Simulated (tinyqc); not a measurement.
Worked calculation: coupled-perturbed Hartree-Fock on RHF in the sto-6g basis, for HF, spin multiplicity 1. One step of it, computed by the program tinyqc.

Question. Coupled step 2. U_ai = -(mu_ai + sum_bj [4 (ai|bj) - (ab|ij) - (aj|bi)] U_bj) / (e_a - e_i); alpha = -4 sum U_ai mu_ai.

U after step 1:
```
          i1         i2         i3        i4        i5
a6  0.000772  -0.031881  -0.794683  0.000000  0.000000
```

dipole integrals <a|z|i> (bohr):
```
           i1        i2        i3        i4        i5
a6  -0.041522  0.119349  0.877760  0.000000  0.000000
```

orbital energies (hartree): MO1 -26.234330, MO2 -1.496173, MO3 -0.603636, MO4 -0.474913, MO5 -0.474913, MO6 0.652476

Two-electron integrals over orbitals (pq|rs), unique and non-zero (hartree):
```
(11|11) 5.380481    (21|11) -0.512704   (21|21) 0.079069    (22|11) 1.212353
(22|21) -0.020216   (22|22) 0.861792    (31|11) 0.177736    (31|21) -0.025003
(31|22) 0.015290    (31|31) 0.025988    (32|11) -0.148810   (32|21) 0.010040
(32|22) -0.009627   (32|31) 0.020914    (32|32) 0.158712    (33|11) 1.035876
(33|21) -0.011726   (33|22) 0.767550    (33|31) -0.006699   (33|32) -0.057365
(33|33) 0.793347    (41|41) 0.030414    (42|41) 0.038713    (42|42) 0.179296
(43|41) -0.012289   (43|42) -0.044960   (43|43) 0.051202    (44|11) 1.265968
(44|21) -0.013554   (44|22) 0.878291    (44|31) 0.004510    (44|32) -0.076228
(44|33) 0.772749    (44|44) 0.998085    (51|51) 0.030414    (52|51) 0.038713
(52|52) 0.179296    (53|51) -0.012289   (53|52) -0.044960   (53|53) 0.051202
(54|54) 0.053789    (55|11) 1.265968    (55|21) -0.013554   (55|22) 0.878291
(55|31) 0.004510    (55|32) -0.076228   (55|33) 0.772749    (55|44) 0.890506
(55|55) 0.998085    (61|11) 0.191260    (61|21) -0.032326   (61|22) 0.000055
(61|31) -0.006850   (61|32) -0.025566   (61|33) 0.014223    (61|44) 0.004623
(61|55) 0.004623    (61|61) 0.029378    (62|11) -0.272697   (62|21) 0.006386
(62|22) -0.138204   (62|31) -0.020622   (62|32) -0.038827   (62|33) -0.045848
(62|44) -0.136678   (62|55) -0.136678   (62|61) 0.014393    (62|62) 0.099529
(63|11) -0.338019   (63|21) 0.005403    (63|22) -0.150862   (63|31) 0.002626
(63|32) 0.092750    (63|33) -0.129761   (63|44) -0.184258   (63|55) -0.184258
(63|61) -0.006122   (63|62) 0.059993    (63|63) 0.163552    (64|41) -0.011615
(64|42) -0.044958   (64|43) -0.012536   (64|64) 0.032071    (65|51) -0.011615
(65|52) -0.044958   (65|53) -0.012536   (65|65) 0.032071    (66|11) 0.900016
(66|21) -0.008850   (66|22) 0.692341    (66|31) 0.017279    (66|32) 0.075800
(66|33) 0.671385    (66|44) 0.655939    (66|55) 0.655939    (66|61) -0.009917
(66|62) -0.069758   (66|63) -0.010251   (66|66) 0.721497
```

Give: U after step 2; polarisability.

Answer.

U after step 2:
```
       i1      i2      i3     i4     i5
a6  0.001  -0.023  -0.810  0.000  0.000
```

polarisability = 2.857 bohr^3
